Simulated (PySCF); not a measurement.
## How the method changes the constants of CCl⁺

State: ¹Σ⁺ (singlet), closed shell. Set-up: basis C def2-TZVPPD, Cl def2-TZVPPD; no relativity; PySCF 2.14. De refers to C⁺ + Cl in their high-spin ground configurations, without counterpoise correction. A positive dipole points towards Cl; it is taken about the centre of mass and depends on that origin.

```csv
Level,Re (Å),ωe (cm⁻¹),De (eV),μ (D)
RHF,1.518,1276,4.32,-0.04
RHF-MP2,1.531,1240,6.72,n/a
RHF-SCS-MP2,1.532,1235,6.47,n/a
RHF-CCSD,1.535,1217,6.15,n/a
RHF-CCSD(T),1.546,1175,6.49,n/a
PBE,1.555,1136,7.37,0.21
BP86,1.557,1127,7.25,0.19
TPSS,1.552,1143,6.91,0.16
r²SCAN,1.543,1175,6.98,0.23
TPSSh,1.544,1172,6.74,0.17
r²SCANh,1.537,1197,6.80,0.23
PBE0,1.535,1206,6.85,0.21
M06,1.539,1190,6.85,0.20
CAM-B3LYP,1.527,1223,6.59,0.28
```

(1) Which functional lies closest to RHF-CCSD(T) in De, which farthest, and by how much do they differ from it?

(2) What does a quarter of exact exchange do here, going from PBE to PBE0?

(3) What does the step from GGA to meta-GGA do here, going from PBE to r²SCAN?

Correlated steps freeze 6 core orbitals. For an ion De counts to the pair picked by the measured ionisation energies or electron affinities, which need not be the lowest pair at this level. Where the molecule has an RHF reference, its open-shell atoms are computed with UHF. The CCSD T1 diagnostic is raised, a sign that a single reference may not be enough here.

The whole job (state search and all levels along the bond) took about 3 min on 2 threads of Intel Xeon Platinum 8259CL @ 2.50GHz (shared host), peak memory 1.9 GiB.

Answers

(1) Closest is CAM-B3LYP (-1.9 pm in Re, +4.1 % in ωe, +0.10 eV in De against RHF-CCSD(T) in the same basis), farthest PBE (+0.9 pm in Re, -3.3 % in ωe, +0.88 eV in De). CCSD(T) converges more slowly with the basis than the functionals do and binds too weakly in this one, so the order can change at the basis-set limit.

(2) PBE0 less PBE: -2.0 pm in Re, +6.2 % in ωe, -0.52 eV in De. Exact exchange removes part of the self-interaction that spreads semilocal densities, and in most molecules shortens and stiffens the bond and lowers De; so it does here.

(3) r²SCAN less PBE: -1.2 pm in Re, +3.4 % in ωe, -0.39 eV in De.
